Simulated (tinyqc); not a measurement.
UKS/exchange-only LDA in the sto-3g basis, for H2O, spin multiplicity 3, step by step. One step of it, computed by the program tinyqc.

Question. Iteration 1: building the Kohn-Sham matrix. J_ij = sum D_kl (ij|kl) with D = D(alpha) + D(beta); F = H + J + V_xc; E = tr D H + tr D J / 2 + E_xc + E_nn.

D(alpha) at the start, order 1O 1s, 1O 2s, 1O 2px, 1O 2py, 1O 2pz, 2H 1s, 3H 1s:
```
[[1.286301, -0.296233, 0.000000, 0.000000, 0.008972, -0.009135, -0.009135],
 [-0.296233, 1.258296, 0.000000, 0.000000, -0.044985, 0.032629, 0.032629],
 [0.000000, 0.000000, 0.784765, 0.000000, 0.000000, 0.000000, 0.000000],
 [0.000000, 0.000000, 0.000000, 0.726275, 0.000000, 0.066623, -0.066623],
 [0.008972, -0.044985, 0.000000, 0.000000, 0.740695, 0.044673, 0.044673],
 [-0.009135, 0.032629, 0.000000, 0.066623, 0.044673, 0.594108, 0.038120],
 [-0.009135, 0.032629, 0.000000, -0.066623, 0.044673, 0.038120, 0.594108]]
```

D(beta) at the start, order 1O 1s, 1O 2s, 1O 2px, 1O 2py, 1O 2pz, 2H 1s, 3H 1s:
```
[[0.857534, -0.197489, 0.000000, 0.000000, 0.005981, -0.006090, -0.006090],
 [-0.197489, 0.838864, 0.000000, 0.000000, -0.029990, 0.021752, 0.021752],
 [0.000000, 0.000000, 0.523177, 0.000000, 0.000000, 0.000000, 0.000000],
 [0.000000, 0.000000, 0.000000, 0.484183, 0.000000, 0.044415, -0.044415],
 [0.005981, -0.029990, 0.000000, 0.000000, 0.493796, 0.029782, 0.029782],
 [-0.006090, 0.021752, 0.000000, 0.044415, 0.029782, 0.396072, 0.025414],
 [-0.006090, 0.021752, 0.000000, -0.044415, 0.029782, 0.025414, 0.396072]]
```

core Hamiltonian H = T + V (hartree), order 1O 1s, 1O 2s, 1O 2px, 1O 2py, 1O 2pz, 2H 1s, 3H 1s:
```
[[-32.511798, -7.563306, 0.000000, 0.000000, -0.014093, -1.023235, -1.023235],
 [-7.563306, -9.137694, 0.000000, 0.000000, -0.174344, -2.515497, -2.515497],
 [0.000000, 0.000000, -7.293944, 0.000000, 0.000000, 0.000000, 0.000000],
 [0.000000, 0.000000, 0.000000, -7.372530, 0.000000, -1.366567, 1.366567],
 [-0.014093, -0.174344, 0.000000, 0.000000, -7.365517, -1.352053, -1.352053],
 [-1.023235, -2.515497, 0.000000, -1.366567, -1.352053, -4.308035, -1.038643],
 [-1.023235, -2.515497, 0.000000, 1.366567, -1.352053, -1.038643, -4.308035]]
```

Two-electron integrals (ij|kl) in chemists' order, unique and non-zero (hartree):
```
(11|11) 4.785065    (21|11) 0.741380    (21|21) 0.136873    (22|11) 1.118947
(22|21) 0.256633    (22|22) 0.817206    (31|31) 0.024477    (32|31) 0.037809
(32|32) 0.180518    (33|11) 1.115814    (33|21) 0.256684    (33|22) 0.817023
(33|33) 0.880159    (41|41) 0.024477    (42|41) 0.037809    (42|42) 0.180518
(43|43) 0.047444    (44|11) 1.115814    (44|21) 0.256684    (44|22) 0.817023
(44|33) 0.785270    (44|44) 0.880159    (51|51) 0.024477    (52|51) 0.037809
(52|52) 0.180518    (53|53) 0.047444    (54|54) 0.047444    (55|11) 1.115814
(55|21) 0.256684    (55|22) 0.817023    (55|33) 0.785270    (55|44) 0.785270
(55|55) 0.880159    (61|11) 0.100527    (61|21) 0.018422    (61|22) 0.034386
(61|33) 0.034319    (61|41) 0.000603    (61|42) 0.001140    (61|44) 0.034427
(61|51) 0.000575    (61|52) 0.001087    (61|54) 0.000103    (61|55) 0.034417
(61|61) 0.002510    (62|11) 0.270177    (62|21) 0.062856    (62|22) 0.224804
(62|33) 0.220806    (62|41) 0.003410    (62|42) 0.027209    (62|44) 0.226966
(62|51) 0.003254    (62|52) 0.025967    (62|54) 0.005878    (62|55) 0.226416
(62|61) 0.008642    (62|62) 0.079736    (63|31) 0.006257    (63|32) 0.037573
(63|43) 0.005497    (63|53) 0.005246    (63|63) 0.010772    (64|11) 0.148680
(64|21) 0.035009    (64|22) 0.133694    (64|33) 0.127783    (64|41) 0.007907
(64|42) 0.052702    (64|44) 0.142223    (64|51) 0.001575    (64|52) 0.014438
(64|54) 0.008534    (64|55) 0.130921    (64|61) 0.005002    (64|62) 0.057670
(64|64) 0.052016    (65|11) 0.141890    (65|21) 0.033410    (65|22) 0.127588
(65|33) 0.121947    (65|41) 0.001575    (65|42) 0.014438    (65|44) 0.125236
(65|51) 0.007760    (65|52) 0.051352    (65|54) 0.008635    (65|55) 0.135434
(65|61) 0.004774    (65|62) 0.055036    (65|64) 0.039360    (65|65) 0.048335
(66|11) 0.441262    (66|21) 0.104292    (66|22) 0.429785    (66|33) 0.413443
(66|41) 0.006675    (66|42) 0.075211    (66|44) 0.438831    (66|51) 0.006370
(66|52) 0.071776    (66|54) 0.024229    (66|55) 0.436565    (66|61) 0.014426
(66|62) 0.201022    (66|64) 0.165988    (66|65) 0.158408    (66|66) 0.774606
(71|11) 0.100527    (71|21) 0.018422    (71|22) 0.034386    (71|33) 0.034319
(71|41) -0.000603   (71|42) -0.001140   (71|44) 0.034427    (71|51) 0.000575
(71|52) 0.001087    (71|54) -0.000103   (71|55) 0.034417    (71|61) 0.002479
(71|62) 0.008412    (71|64) 0.004490    (71|65) 0.004651    (71|66) 0.013955
(71|71) 0.002510    (72|11) 0.270177    (72|21) 0.062856    (72|22) 0.224804
(72|33) 0.220806    (72|41) -0.003410   (72|42) -0.027209   (72|44) 0.226966
(72|51) 0.003254    (72|52) 0.025967    (72|54) -0.005878   (72|55) 0.226416
(72|61) 0.008412    (72|62) 0.064694    (72|64) 0.032427    (72|65) 0.043483
(72|66) 0.133034    (72|71) 0.008642    (72|72) 0.079736    (73|31) 0.006257
(73|32) 0.037573    (73|43) -0.005497   (73|53) 0.005246    (73|63) 0.008463
(73|73) 0.010772    (74|11) -0.148680   (74|21) -0.035009   (74|22) -0.133694
(74|33) -0.127783   (74|41) 0.007907    (74|42) 0.052702    (74|44) -0.142223
(74|51) -0.001575   (74|52) -0.014438   (74|54) 0.008534    (74|55) -0.130921
(74|61) -0.004490   (74|62) -0.032427   (74|64) -0.008185   (74|65) -0.021377
(74|66) -0.060770   (74|71) -0.005002   (74|72) -0.057670   (74|74) 0.052016
(75|11) 0.141890    (75|21) 0.033410    (75|22) 0.127588    (75|33) 0.121947
(75|41) -0.001575   (75|42) -0.014438   (75|44) 0.125236    (75|51) 0.007760
(75|52) 0.051352    (75|54) -0.008635   (75|55) 0.135434    (75|61) 0.004651
(75|62) 0.043483    (75|64) 0.021377    (75|65) 0.037270    (75|66) 0.097631
(75|71) 0.004774    (75|72) 0.055036    (75|74) -0.039360   (75|75) 0.048335
(76|11) 0.100718    (76|21) 0.023695    (76|22) 0.093513    (76|33) 0.091039
(76|44) 0.092535    (76|51) 0.001802    (76|52) 0.017846    (76|55) 0.096860
(76|61) 0.003234    (76|62) 0.034389    (76|64) 0.021622    (76|65) 0.026700
(76|66) 0.095646    (76|71) 0.003234    (76|72) 0.034389    (76|74) -0.021622
(76|75) 0.026700    (76|76) 0.019407    (77|11) 0.441262    (77|21) 0.104292
(77|22) 0.429785    (77|33) 0.413443    (77|41) -0.006675   (77|42) -0.075211
(77|44) 0.438831    (77|51) 0.006370    (77|52) 0.071776    (77|54) -0.024229
(77|55) 0.436565    (77|61) 0.013955    (77|62) 0.133034    (77|64) 0.060770
(77|65) 0.097631    (77|66) 0.306818    (77|71) 0.014426    (77|72) 0.201022
(77|74) -0.165988   (77|75) 0.158408    (77|76) 0.095646    (77|77) 0.774606
```

nuclear repulsion = 7.48216886 hartree

V_xc(alpha) (hartree), order 1O 1s, 1O 2s, 1O 2px, 1O 2py, 1O 2pz, 2H 1s, 3H 1s:
```
[[-2.999135, -0.418856, 0.000000, 0.000000, 0.000277, -0.057192, -0.057192],
 [-0.418856, -0.754642, 0.000000, 0.000000, -0.010771, -0.200760, -0.200760],
 [0.000000, 0.000000, -0.744250, 0.000000, 0.000000, 0.000000, 0.000000],
 [0.000000, 0.000000, 0.000000, -0.752942, 0.000000, -0.119911, 0.119911],
 [0.000277, -0.010771, 0.000000, 0.000000, -0.751912, -0.118753, -0.118753],
 [-0.057192, -0.200760, 0.000000, -0.119911, -0.118753, -0.433813, -0.079994],
 [-0.057192, -0.200760, 0.000000, 0.119911, -0.118753, -0.079994, -0.433813]]
```

V_xc(beta) (hartree), order 1O 1s, 1O 2s, 1O 2px, 1O 2py, 1O 2pz, 2H 1s, 3H 1s:
```
[[-2.619985, -0.365905, 0.000000, 0.000000, 0.000242, -0.049962, -0.049962],
 [-0.365905, -0.659241, 0.000000, 0.000000, -0.009409, -0.175380, -0.175380],
 [0.000000, 0.000000, -0.650162, 0.000000, 0.000000, 0.000000, 0.000000],
 [0.000000, 0.000000, 0.000000, -0.657756, 0.000000, -0.104752, 0.104752],
 [0.000242, -0.009409, 0.000000, 0.000000, -0.656856, -0.103740, -0.103740],
 [-0.049962, -0.175380, 0.000000, -0.104752, -0.103740, -0.378971, -0.069881],
 [-0.049962, -0.175380, 0.000000, 0.104752, -0.103740, -0.069881, -0.378971]]
```

E_xc = sum of w rho eps_xc = -8.12347426 hartree

Give: Coulomb J; F(alpha); F(beta); total energy of this density.

Answer.

Coulomb J (hartree), order 1O 1s, 1O 2s, 1O 2px, 1O 2py, 1O 2pz, 2H 1s, 3H 1s:
```
[[17.1081, 3.2033, 0.0000, 0.0000, 0.0116, 0.4321, 0.4321],
 [3.2033, 7.9326, 0.0000, 0.0000, 0.1458, 2.2129, 2.2129],
 [0.0000, 0.0000, 7.8926, 0.0000, 0.0000, 0.0000, 0.0000],
 [0.0000, 0.0000, 0.0000, 7.9425, 0.0000, 1.3225, -1.3225],
 [0.0116, 0.1458, 0.0000, 0.0000, 7.9388, 1.3032, 1.3032],
 [0.4321, 2.2129, 0.0000, 1.3225, 1.3032, 4.5516, 0.9534],
 [0.4321, 2.2129, 0.0000, -1.3225, 1.3032, 0.9534, 4.5516]]
```

F(alpha) (hartree), order 1O 1s, 1O 2s, 1O 2px, 1O 2py, 1O 2pz, 2H 1s, 3H 1s:
```
[[-18.4029, -4.7788, 0.0000, 0.0000, -0.0022, -0.6484, -0.6484],
 [-4.7788, -1.9597, 0.0000, 0.0000, -0.0394, -0.5034, -0.5034],
 [0.0000, 0.0000, -0.1456, 0.0000, 0.0000, 0.0000, 0.0000],
 [0.0000, 0.0000, 0.0000, -0.1830, 0.0000, -0.1639, 0.1639],
 [-0.0022, -0.0394, 0.0000, 0.0000, -0.1787, -0.1676, -0.1676],
 [-0.6484, -0.5034, 0.0000, -0.1639, -0.1676, -0.1903, -0.1652],
 [-0.6484, -0.5034, 0.0000, 0.1639, -0.1676, -0.1652, -0.1903]]
```

F(beta) (hartree), order 1O 1s, 1O 2s, 1O 2px, 1O 2py, 1O 2pz, 2H 1s, 3H 1s:
```
[[-18.0237, -4.7259, 0.0000, 0.0000, -0.0023, -0.6411, -0.6411],
 [-4.7259, -1.8643, 0.0000, 0.0000, -0.0380, -0.4780, -0.4780],
 [0.0000, 0.0000, -0.0515, 0.0000, 0.0000, 0.0000, 0.0000],
 [0.0000, 0.0000, 0.0000, -0.0878, 0.0000, -0.1488, 0.1488],
 [-0.0023, -0.0380, 0.0000, 0.0000, -0.0836, -0.1526, -0.1526],
 [-0.6411, -0.4780, 0.0000, -0.1488, -0.1526, -0.1354, -0.1551],
 [-0.6411, -0.4780, 0.0000, 0.1488, -0.1526, -0.1551, -0.1354]]
```

total energy of this density = -74.509630 hartree

This density is the starting one; it is not idempotent, so its energy is not variational and may lie below the converged one.
